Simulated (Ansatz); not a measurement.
A first try at a ranking of conformers of C4H7O2 (charge -1), SMILES C=C([O-])COC, using Ansatz 0.2.0, Python API.

`run_conformers.py`:
```python
"""Conformer energies of C4H7O2(-)."""

import ansatz as az
from rdkit import Chem
from rdkit.Chem import AllChem

rd = Chem.AddHs(Chem.MolFromSmiles("C=C([O-])COC"))
ids = list(AllChem.EmbedMultipleConfs(rd, numConfs=20, randomSeed=827, pruneRmsThresh=0.4))
field = [energy for _, energy in AllChem.MMFFOptimizeMoleculeConfs(rd)]
distinct = {round(e, 2): i for i, e in zip(ids, field)}
chosen = sorted(distinct.items())[:5]
found = []
for force_field, index in chosen:
    mol = az.Crystal.molecule()
    for atom, xyz in zip(rd.GetAtoms(), rd.GetConformer(index).GetPositions()):
        mol = mol.atom(atom.GetSymbol(), xyz.round(5).tolist())
    calc = (
        mol.calculation()
        .basis(gaussian="cc-pVDZ")
        .functional("PBE", dispersion="d3bj")
        .charge(-1)
        .kpoints(2, 2, 2)
    )
    found.append(calc.run(threads=1, pin="off").report["free_energy_ev"])
print("conformer   MMFF (kcal/mol)   this level (eV)")
for (force_field, index), e in zip(chosen, found):
    print(f"{index:9d} {force_field - chosen[0][0]:17.2f} {(e - min(found)):17.3f}")
```

```console
$ python run_conformers.py
Traceback (most recent call last):
  File "run_conformers.py", line 24, in <module>
    found.append(calc.run(threads=1, pin="off").report["free_energy_ev"])
                 ~~~~~~~~^^^^^^^^^^^^^^^^^^^^^^
  ...
ansatz.RefusalError: invalid value for `basis.gaussian`: such a run doesn't read kpoints; remove what it names
```
(Library frames cut from the traceback.)

Why does it end like this?

The fault: a molecule in a Gaussian basis takes no k-points. The change:

```diff
--- before
+++ after
@@ -21,3 +21,2 @@
         .charge(-1)
-        .kpoints(2, 2, 2)
     )
```

The mended script runs so:

`python run_conformers.py` gives:
```text
conformer   MMFF (kcal/mol)   this level (eV)
        2              0.00             0.021
        4              2.29             0.018
        5              4.50             0.000
```

Reading the output:
- The conformers keep their force-field geometries.
- Anions want diffuse functions, which this basis lacks.
- It ran for 12 s on 1 thread of Arm Neoverse V1 (shared host), peak memory 0.28 GiB.
